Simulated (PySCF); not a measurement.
**Ionisation energy of Li by level of theory**

Li [He] 2s1 (2S) → Li⁺ 1s2 (1S), as a difference of total energies. All numbers are calculated (PySCF 2.14, the spin-free X2C one-electron Hamiltonian (Gaussian nucleus), in x2c-TZVPPall with one added diffuse shell each of s, p type (6s4p1d, 23 functions)). Correlated levels: valence and next inner shell: nothing frozen. The calculations carry no spin-orbit coupling.

```csv
method,ionisation energy (eV)
UHF,5.342
MP2 (valence and next inner shell),5.369
SCS-MP2 (valence and next inner shell),5.366
CCSD (valence and next inner shell),5.374
CCSD(T) (valence and next inner shell),5.375
CCSDT (valence and next inner shell),5.375
FCI (valence and next inner shell),5.375
```

Q: How much does correlation contribute at CCSD(T) (valence and next inner shell)?

A: 5.375 − (5.342) = 0.033 eV, measured against UHF.

Errors of the correlated levels include the incompleteness of this basis.

For comparison: 5.392 eV (measured; NIST Atomic Spectra Database, ionization energies).
